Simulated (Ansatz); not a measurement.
# C2H6S (singlet): the correlation ladder, cc-pV(T+d)Z

How much of the correlation energy of C2H6S (singlet) does each wave-function method recover here?

Computed with Ansatz 0.2.0, Gaussian basis. Level: cc-pV(T+d)Z, core rule «outside noble gas», up to 7 orbitals frozen.

Plan: UHF; CCSD(T) on RHF; CCSDT(Q) on RHF.

2 further runs of the same task are left out: 2 set aside as unsound or not needed.

## 1. What is computed

The geometry is an MP2(full)/6-31G* stationary point (not a proven minimum).

9 atoms, charge 0, spin multiplicity 1.

Atoms are counted from 1 here; the program's logs count them from 0.

Bond lengths: C1–C2 1.521 Å, C1–H7 1.093 Å, C1–H8 1.093 Å, C1–H9 1.093 Å, C2–S3 1.822 Å, C2–H5 1.092 Å, C2–H6 1.092 Å, S3–H4 1.341 Å. Angles: C2–C1–H7 110.1°, C2–C1–H8 111.0°, C2–C1–H9 111.0°, H7–C1–H8 108.2°, H7–C1–H9 108.2°, H8–C1–H9 108.3°, C1–C2–S3 109.0°, C1–C2–H5 110.2°, C1–C2–H6 110.2°, S3–C2–H5 109.6°, S3–C2–H6 109.6°, H5–C2–H6 108.4°, C2–S3–H4 97.0°.

As a file:

```mol
C2H6S
  3D, bonds by distance, orders not assigned

  9  8  0  0  0  0  0  0  0  0999 V2000
    1.5629    0.7481    0.0000 C   0  0
    0.0486    0.8951    0.0000 C   0  0
   -0.7075   -0.7626    0.0000 S   0  0
   -1.9867   -0.3590    0.0000 H   0  0
   -0.2764    1.4452    0.8858 H   0  0
   -0.2764    1.4452   -0.8858 H   0  0
    2.0351    1.7338    0.0000 H   0  0
    1.9035    0.2064    0.8855 H   0  0
    1.9035    0.2064   -0.8855 H   0  0
  1  2  8  0
  1  7  8  0
  1  8  8  0
  1  9  8  0
  2  3  8  0
  2  5  8  0
  2  6  8  0
  3  4  8  0
M  END
```

## 2. UHF

in.yaml reads:

```yaml
crystal:
  periodic: [false, false, false]
  atoms:
    - {symbol: C, position_ang: [1.562949, 0.748129, 0.000000]}
    - {symbol: C, position_ang: [0.048606, 0.895129, 0.000000]}
    - {symbol: S, position_ang: [-0.707462, -0.762567, 0.000000]}
    - {symbol: H, position_ang: [-1.986740, -0.359021, 0.000000]}
    - {symbol: H, position_ang: [-0.276364, 1.445199, 0.885793]}
    - {symbol: H, position_ang: [-0.276364, 1.445199, -0.885793]}
    - {symbol: H, position_ang: [2.035109, 1.733799, 0.000000]}
    - {symbol: H, position_ang: [1.903510, 0.206362, 0.885494]}
    - {symbol: H, position_ang: [1.903510, 0.206362, -0.885494]}
basis:
  gaussian: {orbitals: "cc-pV(T+d)Z.json"}
magnetization: {spin_polarized: true, initial_magnetization: 0}
hamiltonian: {xc: hf}
output: {orbitals: {seedname: orbitals}}
```

Command:

```sh
> ansatz run in.yaml --threads 1 --pin off --events-out ev --progress --plain --max-ram 3956MiB --backend cpu
```

After this run come: CCSD(T) on RHF; CCSDT(Q) on RHF.

**Question.** What will the summary of the whole plan be? Wanted: RCCSDT(Q) below the RHF energy; RMP2 from RCCSDT(Q); RCCSD from RCCSDT(Q); RCCSD(T) from RCCSDT(Q); T1 diagnostic.

**Answer**, as computed:

| quantity | value |
| --- | --- |
| RCCSDT(Q) below the RHF energy | -16.5246 eV |
| RMP2 from RCCSDT(Q) | +1875.5 meV |
| RCCSD from RCCSDT(Q) | +688.1 meV |
| RCCSD(T) from RCCSDT(Q) | +52.3 meV |
| levels within 1 kcal/mol (43 meV) | RCCSDT |
| T1 diagnostic | 0.009 |

What this shows: RCCSD(T) lands +52.3 meV from the yardstick (0.3 % of the correlation energy). These misses are within one basis, not against nature.
